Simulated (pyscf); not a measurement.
H₂O + H₂N–BH–OH -> HO–BH–OH + NH₃, a four-centre exchange (singlet surface; H–O, B–N broken, B–O, H–N formed). Structures and frequencies: ωB97X-D3(BJ)/def2-SVP in PySCF. Correlated levels are frozen-core, on RHF or UHF. ΔMP2 is the change of the MP2 total energy from the triple- to the quadruple-zeta basis. Energies in eV from the separated reactants.

Small-basis levels: PySCF, no dispersion term, spherical d functions. AM1 to PM7: differences of heats of formation from MOPAC, which are fitted to 298 K values and so differ in kind from electronic energies by zero-point and thermal terms. GFN2-xTB: tblite. Cost: rough CPU time at the saddle relative to B3LYP/6-31G*, from one job on a shared machine.

```csv
level,barrier,reaction energy,cost
HF/STO-3G,0.38,-0.54,0.03
SVWN5/6-31G*,-0.15,-0.41,0.9
B3LYP/LANL2DZ,0.78,+0.02,0.8
B3LYP/6-31G*,0.73,-0.45,1
B3LYP/6-311+G**,1.10,-0.20,2
GFN2-xTB,0.78,-0.34,under 0.02
PM7,0.59,+0.18,under 0.02
CCSD(T)/def2-TZVPP + ΔMP2(QZVPP),0.96,-0.23,–
```

Against the last row the barrier runs from -1.12 (SVWN5/6-31G*) to +0.14 eV (B3LYP/6-311+G**); B3LYP/6-311+G** happens to lie closest here (0.14 eV apart). At SVWN5/6-31G* this geometry lies under one side, so the entry may be no barrier of that level: it is a single point on another level's saddle. CCSD(T)/def2-TZVPP + ΔMP2(QZVPP) has limits of its own. On the product side the descent ends in an adduct with a B–N contact, 0.15 eV under the separated species and 1.28 eV under the saddle at ωB97X-D3(BJ)/def2-TZVP. What is counted as broken (B–N) persists as a longer contact in the product adduct; parting that adduct is a step of its own. The reactants may also form a dative adduct at H₂N–BH–OH; it and routes through it were not searched. One saddle was located; it need not be the lowest between these sides. The CCSD(T) − MP2 part came from Ansatz, without density fitting, on the same reference.
